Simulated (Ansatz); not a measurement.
# Nb, bcc: how the functional moves the structure

All rows: Ansatz, plane waves with scalar-relativistic PAW, 420 eV (500 eV for the SCAN forms), relaxed under each functional, no dispersion correction, no zero-point motion. B₀ comes from uniform scaling at fixed shape; a dash is a value not given.

The measured cell (COD entry 9008546) has a = 3.300 Å, 17.98 Å³/atom.

```
functional  V (Å³/atom)         cell  B₀ (GPa)     magnetic state
       PBE        18.13  a = 3.310 Å       170  spin not included
    PBEsol        17.49  a = 3.271 Å       181  spin not included
       LDA        17.10  a = 3.246 Å       189  spin not included
    revPBE        18.35  a = 3.323 Å       165  spin not included
      RPBE        18.44  a = 3.329 Å       163  spin not included
      BLYP        18.82  a = 3.352 Å       157  spin not included
```

(1) What does r²SCAN give?

(2) Which functional comes closest to the measured volume?

Answers

(1) V (Å³/atom): 18.01; cell: a = 3.302 Å; B₀ (GPa): 175; magnetic state: spin not included.

(2) r²SCAN, off by 0.2 %. The measured value holds thermal expansion and zero-point motion, which the calculations lack.
